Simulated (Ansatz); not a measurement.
A nudged elastic band was laid between two geometries of BClH2 + H (5 atoms, charge 0, multiplicity 2).

All numbers below come from UKS PBE/def2-SVP (Ansatz).

| Quantity | Value |
| --- | --- |
| movable images | 7 |
| climbing image | yes |
| spring | 5.0 eV/Å² |
| optimiser | quadratic models (default) |
| start path | through a guess of the saddle point |
| force threshold | 0.03 eV/Å |
| iteration limit | 60 |
| end points | relaxed |

First end point:

```xyz
5
Properties=species:S:1:pos:R:3
B 0.000 0.000 -0.234
Cl 0.000 0.000 1.513
H 1.069 0.000 -0.804
H -1.069 0.000 -0.804
H 0.000 0.000 5.029
```

Last end point:

```xyz
5
Properties=species:S:1:pos:R:3
B 0.000 0.000 -0.472
Cl 0.000 0.000 2.925
H 1.097 0.000 -0.989
H -1.097 0.000 -0.989
H 0.000 0.000 4.226
```

**Question.** What changes between the two ends?

**Answer.** Bonds broken: B1–Cl2. Bonds formed: Cl2–H5. BClH2 + H becomes BH2 + ClH.

**Question.** Give the energies along the band, and the barrier.

**Answer.** The run converged. The highest image is number 5 of 0 to 8, 30.4 kcal/mol above the first end and 3.2 kcal/mol above the last; the last end lies 27.2 kcal/mol above the first. A vibrational analysis at the climbing image gives 2 clearly imaginary modes (803i, 301i cm⁻¹): a point of higher order. A lower path may pass nearby, or the ends, which weren't checked, may share the extra mode.

```csv
image,path coordinate (Å),energy (kcal/mol),B1–Cl2 (Å),Cl2–H5 (Å)
0,0.00,0.0,1.75,3.52
1,0.36,0.1,1.75,3.12
2,0.71,0.6,1.75,2.72
3,1.07,2.7,1.75,2.32
4,1.43,14.5,1.90,1.83
5,1.78,30.4,2.33,1.41
6,2.16,28.5,2.72,1.32
7,2.53,27.4,3.06,1.31
8,2.90,27.2,3.40,1.30
```

**Question.** What is the geometry of the highest image?

**Answer.** 
```xyz
5
Properties=species:S:1:pos:R:3
B 0.000 0.000 -0.070
Cl 0.000 0.000 2.263
H 1.097 0.000 -0.583
H -1.097 0.000 -0.583
H 0.000 0.000 3.672
```

The run took 70 s on 1 thread of Arm Neoverse V1, with other jobs on the host, peak memory 0.1 GiB.
